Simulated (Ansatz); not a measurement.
Structure optimisation: cobalt, hcp

Method: Ansatz 0.2.0, DFT, r2SCAN, plane waves (500 eV) with PAW, scalar-relativistic. (PAW data from PBE, frozen cores regenerated.)

k-point mesh 14×14×8, Fermi-Dirac smearing 0.05 eV, starting moments 1.70, -1.70 μB. Cell and atoms relax.

Starting structure:

```yaml
crystal:
  lattice:
    - [2.5070990085, 0.0, 0.0]
    - [-1.2535495042, 2.1712114311, 0.0]
    - [0.0, 0.0, 4.0686]
  atoms:
    - { symbol: Co, position: [0.3333333333, 0.6666666667, 0.25], spin: 1.7 }
    - { symbol: Co, position: [0.6666666667, 0.3333333333, 0.75], spin: -1.7 }
hamiltonian:
  xc: r2scan
  pseudopotentials:
    kind: paw
    azcp:
      Co: "pseudopotentials/Co.paw.azcp"
basis:
  ecutwfc: 500
  fft_grid_basis: typed
kpoints:
  mp_grid: { grid: [14, 14, 8], shift: [0, 0, 0] }
magnetization:
  spin_polarized: true
scf:
  occupations: { method: fermi_dirac, width: 0.05 }
relax:
  max_steps: 60
  f_tol: 0.01
  cell: {}
```

**Question.** What cell does the relaxation end in?

**Answer.** P6_3/mmc (spin ignored) with a = 2.434 Å, c = 4.347 Å (c/a = 1.786); 11.15 Å³ per atom against 11.07 at the start (0.7 %).

**Question.** How much energy does the relaxation gain?

**Answer.** 64.5 meV per atom.

**Question.** Which magnetic state does it end in?

**Answer.** antiferromagnetic, largest moment 1.91 μB in the atomic sphere; moments 1.91, -1.91 μB.
